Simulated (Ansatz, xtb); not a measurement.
## C2H2P+: where a starting geometry ends

The starting geometry of this gas-phase singlet has its atoms placed at random.

```xyz
5

C     0.2633   -1.1732   -0.6839
C     0.6521    0.5987   -1.0362
P    -1.4278    0.2644    0.6339
H    -0.8208    1.8489   -0.2024
H    -0.3186   -0.1268    0.1352
```

Task: One run relaxed it with r2SCAN-D4/def2-SVP. What is a likely outcome?

Result: It ends as a structure given below by its coordinates. Contacts that open: P3–H5 (1.28 → 2.73 Å). Contacts that close: C1–C2 (1.85 → 1.35 Å), C1–P3 (2.58 → 1.74 Å), C1–H5 (1.45 → 1.10 Å), C2–P3 (2.69 → 1.74 Å), C2–H4 (2.10 → 1.10 Å).

The energy falls by 12.91 eV over 23 steps:

```json
{"step": "1", "E − E(last) (eV)": "12.905"}
{"step": "3", "E − E(last) (eV)": "9.041"}
{"step": "6", "E − E(last) (eV)": "6.673"}
{"step": "8", "E − E(last) (eV)": "5.593"}
{"step": "11", "E − E(last) (eV)": "3.478"}
{"step": "13", "E − E(last) (eV)": "2.938"}
{"step": "16", "E − E(last) (eV)": "1.806"}
{"step": "18", "E − E(last) (eV)": "0.502"}
{"step": "21", "E − E(last) (eV)": "0.000"}
{"step": "23", "E − E(last) (eV)": "0.000"}
```

Final geometry (Å):

```yaml
atoms:
  - { symbol: C, position_ang: [-0.1192, -0.3383, -0.0542] }
  - { symbol: C, position_ang: [-0.4376, 0.9058, -0.4773] }
  - { symbol: P, position_ang: [-1.5991, 0.2516, 0.6335] }
  - { symbol: H, position_ang: [-0.1164, 1.7360, -1.1174] }
  - { symbol: H, position_ang: [0.6205, -1.1432, -0.1379] }
```

From the same start GFN2-xTB reaches the same bonding as this run.

From so rough a start the end depends on the optimiser's path, so another program may land elsewhere. The end wasn't checked by frequencies. Run with Ansatz 0.2.0, 72 s on 1 thread of AMD EPYC (Zen 3), with other jobs on the host.
